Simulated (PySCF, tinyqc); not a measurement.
Inside a calculation. Method: RHF in the sto-6g basis, for H2O, spin multiplicity 1. The lowest restricted solution is unstable here: a spin-polarised one lies 0.0012 hartree lower (PySCF). One step of it, computed by the program tinyqc.

Problem. Iteration 2: diagonalisation and new density. Diagonalise F' = X^T F X, C = X C', fill 5 alpha and 5 beta electrons from the bottom; D = 2 C_occ C_occ^T. Each column has its largest component positive (the first on a tie).

extrapolated F (hartree), order 1O 1s, 1O 2s, 1O 2px, 1O 2py, 1O 2pz, 2H 1s, 3H 1s:
```
[[-20.245169, -4.907903, 0.000000, -0.001805, -0.008749, -0.638303, -0.538629],
 [-4.907903, -2.174404, 0.000000, -0.011002, -0.054200, -0.569961, -0.495464],
 [0.000000, 0.000000, -0.267335, 0.000000, 0.000000, 0.000000, 0.000000],
 [-0.001805, -0.011002, 0.000000, -0.108601, -0.017226, -0.262367, 0.231000],
 [-0.008749, -0.054200, 0.000000, -0.017226, -0.052898, -0.202732, -0.183140],
 [-0.638303, -0.569961, 0.000000, -0.262367, -0.202732, -0.242947, -0.124583],
 [-0.538629, -0.495464, 0.000000, 0.231000, -0.183140, -0.124583, -0.197269]]
```

X, order 1O 1s, 1O 2s, 1O 2px, 1O 2py, 1O 2pz, 2H 1s, 3H 1s:
```
[[1.021881, -0.127953, 0.000000, -0.000674, -0.004200, 0.015304, 0.013705],
 [-0.127953, 1.099457, 0.000000, 0.007604, 0.039684, -0.178641, -0.152589],
 [0.000000, 0.000000, 1.000000, 0.000000, 0.000000, 0.000000, 0.000000],
 [-0.000674, 0.007604, 0.000000, 1.048034, 0.003521, -0.143326, 0.127631],
 [-0.004200, 0.039684, 0.000000, 0.003521, 1.020039, -0.089683, -0.078300],
 [0.015304, -0.178641, 0.000000, -0.143326, -0.089683, 1.083710, -0.034287],
 [0.013705, -0.152589, 0.000000, 0.127631, -0.078300, -0.034287, 1.065486]]
```

Give: F' = X^T F X; orbital energies; coefficients C; D after iteration 2.

Solution.

F' = X^T F X (hartree):
```
[[-19.9241, -2.4771, 0.0000, -0.0028, -0.0210, -0.0732, -0.0527],
 [-2.4771, -1.2579, 0.0000, 0.0037, 0.0293, -0.2755, -0.2342],
 [0.0000, 0.0000, -0.2673, 0.0000, 0.0000, 0.0000, 0.0000],
 [-0.0028, 0.0037, 0.0000, 0.0176, -0.0083, -0.2814, 0.2508],
 [-0.0210, 0.0293, 0.0000, -0.0083, 0.0061, -0.1972, -0.1770],
 [-0.0732, -0.2755, 0.0000, -0.2814, -0.1972, -0.0129, -0.0431],
 [-0.0527, -0.2342, 0.0000, 0.2508, -0.1770, -0.0431, -0.0170]]
```

orbital energies (hartree): [-20.2482, -1.0587, -0.3549, -0.2673, -0.2235, 0.2937, 0.4033]

coefficients C, order 1O 1s, 1O 2s, 1O 2px, 1O 2py, 1O 2pz, 2H 1s, 3H 1s:
```
[[0.9968, -0.2388, 0.0152, 0.0000, 0.0727, -0.0673, -0.0173],
 [0.0139, 0.9609, -0.0834, 0.0000, -0.4037, 0.4186, 0.1153],
 [0.0000, 0.0000, 0.0000, 1.0000, 0.0000, 0.0000, 0.0000],
 [0.0002, 0.0124, 0.6082, 0.0000, -0.0636, -0.1512, 0.8592],
 [0.0011, 0.0549, 0.0832, 0.0000, 0.6660, 0.7643, 0.1363],
 [-0.0024, 0.0990, 0.4953, 0.0000, 0.3670, -0.4960, -0.7749],
 [-0.0020, 0.0792, -0.4033, 0.0000, 0.4996, -0.7060, 0.5151]]
```

D after iteration 2, order 1O 1s, 1O 2s, 1O 2px, 1O 2py, 1O 2pz, 2H 1s, 3H 1s:
```
[[2.1124, -0.4925, 0.0000, 0.0038, 0.0754, 0.0165, 0.0185],
 [-0.4925, 2.1870, 0.0000, -0.0262, -0.4460, -0.1888, -0.1840],
 [0.0000, 0.0000, 2.0000, 0.0000, 0.0000, 0.0000, 0.0000],
 [0.0038, -0.0262, 0.0000, 0.7483, 0.0179, 0.5584, -0.5522],
 [0.0754, -0.4460, 0.0000, 0.0179, 0.9069, 0.5822, 0.6071],
 [0.0165, -0.1888, 0.0000, 0.5584, 0.5822, 0.7798, -0.0171],
 [0.0185, -0.1840, 0.0000, -0.5522, 0.6071, -0.0171, 0.8372]]
```
